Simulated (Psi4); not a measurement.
# r2SCAN/def2-SVP (sweep point 5) run of CH4Si (SMILES C[SiH])

Aim: a structure relaxation of CH4Si. Input form: a Python script.

Program for the calculation: Psi4 1.11.

4 further runs of the same task are left out: 4 set aside as unsound or not needed.

## (1) The molecule

The species is CH4Si (6 atoms), meant as a singlet with charge 0. SMILES: `C[SiH]`. The coordinates come from a PBE0-D4/def2-TZVP relaxation. The run starts from this shape.

Bond lengths: C1–Si2 1.892 Å, C1–H3 1.098 Å, C1–H4 1.091 Å, C1–H5 1.098 Å, Si2–H6 1.531 Å. Angles: C1–Si2–H6 94.2°, Si2–C1–H3 109.7°, Si2–C1–H4 113.8°, Si2–C1–H5 109.5°, H3–C1–H4 109.0°, H3–C1–H5 105.5°, H4–C1–H5 109.0°.

## (2) A geometry optimisation at r2SCAN/def2-SVP (sweep point 5)

Contents of job.py:

```python
import psi4

psi4.set_memory('1600 MB')
psi4.set_num_threads(1)
psi4.set_output_file('output.dat', False)

molecule = psi4.geometry("""
C     -0.17668939    -0.69163976    -0.69976558
Si     1.73344577     0.39646454     2.12083963
H     -2.18622415    -0.77497668    -0.19313001
H      0.40629112    -2.52391821    -1.44186103
H     -0.04535343     0.72187538    -2.21249135
H      0.26871905     2.87238371     2.42640834
units bohr
symmetry c1
""")

psi4.set_options({
    'basis': 'def2-SVP',
    'puream': True,
    'scf_type': 'pk',
    'dft_radial_points': 75,
    'dft_spherical_points': 302,
    'g_convergence': 'gau_tight',
    'geom_maxiter': 50,
})

result, w = psi4.optimize("r2scan", return_wfn=True)
print(f'total energy {result:.8f} hartree = {result * 27.211386:.5f} eV')
print(molecule.to_string(dtype='xyz', units='Angstrom'))
```

The run is started by

```bash
$ python job.py
```

**Question.** What will come out? Wanted: total energy at the end; dipole moment; HOMO energy; LUMO energy; HOMO–LUMO gap.

Answer, from the run:

Level: r2SCAN/def2-SVP (sweep point 5).

| quantity | value |
| --- | --- |
| total energy at the end | -329.75365 Eh |
| dipole moment | 1.31 D |
| HOMO energy | -5.44 eV |
| LUMO energy | -3.26 eV |
| HOMO–LUMO gap | 2.18 eV |

At the final geometry: Bond lengths: C1–Si2 1.903 Å, C1–H3 1.107 Å, C1–H4 1.100 Å, C1–H5 1.107 Å, Si2–H6 1.539 Å. Angles: C1–Si2–H6 93.8°, Si2–C1–H3 109.9°, Si2–C1–H4 114.3°, Si2–C1–H5 109.9°, H3–C1–H4 108.7°, H3–C1–H5 104.9°, H4–C1–H5 108.7°. The optimisation took 30 steps and changed the energy by -0.006 eV.
